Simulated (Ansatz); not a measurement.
What a trial cell of CuP relaxes into

The calculation used DFT PBE, scalar-relativistic, plane waves, PAW (Ansatz 0.2.0).

The start puts CuP on the zinc blende structure type (F-43m, No. 216), with Cu in place of Zn, P in place of S, at a guessed volume.

Input of the last, converged step (default PAW datasets):

```yaml
crystal:
  lattice:
    - [0.0, 2.6009943249, 2.6009943249]
    - [2.6009943249, 0.0, 2.6009943249]
    - [2.6009943249, 2.6009943249, 0.0]
  atoms:
    - { symbol: Cu, position: [0.0, 0.0, 0.0] }
    - { symbol: P, position: [0.25, 0.25, 0.25] }
basis:
  ecutwfc: 420
kpoints:
  mp_grid: { grid: [18, 18, 18] }
hamiltonian:
  xc: pbe
scf:
  occupations: { method: gaussian, width: 0.1 }
output:
  forces: true
  stress: true
  eigenvalues: true
relax:
  adjacent_minimum: "off"
  f_tol: 0.01
  max_steps: 80
  cell: { stress_tol: 0.05 }
```

Launched as:

```bash
ansatz run input.yaml --threads 1 --pin off --max-ram 2560MiB --backend cpu --events-out ev --progress --plain --runs-dir out
```

Time: 21 s on 1 thread of Arm Neoverse V2 (shared host), peak memory 0.42 GiB.

The program printed at the end:

```
SCF converged after 6 iterations
Free energy (F): -7380.342526 eV
Harris-Foulkes:  -7380.342526 eV  (|F-HF|=1.82e-12)
Internal energy: -7380.335471 eV  (E = F + TS)
E sigma→0 (E₀):  -7380.338999 eV
Entropy (-TS):   -0.007055 eV (-3.528 meV/atom)
Fermi energy:    8.473776 eV
--- Per-component energies (eV) ---
  E_band       = -511.547421
  E_kinetic    = 367.751884
  E_local      = -5583.529490  (includes V_loc(G=0)·N_el)
  E_nonlocal   = 416.802680
  E_hartree    = 2455.602701
  E_xc         = -150.549669
  E_vxc        = -175.672885  (∫ρ·V_xc dr)
  E_paw        = -2226.093455  (= ΣΔE_a)
  E_vpaw       = -448.105352  (= ΣTr[D̂ρ^β])
  E_aug_tail   = 0.000247  (compensation charges beyond the density's cutoff)
  E_ewald      = -2660.320369
  E_smearing   = -0.007055  (= −TS)
  E_closure    = 0.000000  (closes the sum)
  Σ components = -7380.342526   (vs F -7380.342526, Δ=0.00e0)
--- Forces (eV/Å), atoms counted from 1 ---
  atom   1  Cu     0.00000000     0.00000000     0.00000000
  atom   2  P      0.00000000     0.00000000     0.00000000
  max |Σ_I F_I| component: 3.37e-16 eV/Å
--- Stress (GPa, compression-positive) ---
        0.042229       0.000000       0.000000
        0.000000       0.042229       0.000000
        0.000000       0.000000       0.042229
  P = ⅓ Tr σ = 0.0422 GPa (0.422 kbar)
--- Relaxed structure (1 steps of the walk, 1 accepted, 1 SCFs on fresh bases) ---
  F+E_penalty+E_count = -7380.34252610 eV   max|allowed force component| = 1.648e-16 eV/Å   (the final SCF, on the basis selected at the relaxed cell)
  cell:  # Å, volume = 35.1923 Å³
    - [0.0, 2.600994, 2.600994]
    - [2.600994, 0.0, 2.600994]
    - [2.600994, 2.600994, 0.0]
  atoms:
    - { symbol: Cu, position: [0.0, 0.0, 0.0] }
    - { symbol: P, position: [0.250000, 0.250000, 0.250000] }
```

Total energies depend on the potentials used, so only differences within one code and one set of settings carry meaning.

The result has space group F-43m (No. 216). Cu has 4 P at 2.25 Å; around P lie 4 Cu at 2.25 Å.

Against the elements it lies at 0.26 eV/atom. Energies over the elements count from the elements' standard structures at the same level, with no empirical corrections.

The k mesh leaves about 4 meV/atom of noise in metals.

Symmetry constrained the relaxation, so the result can be a saddle point.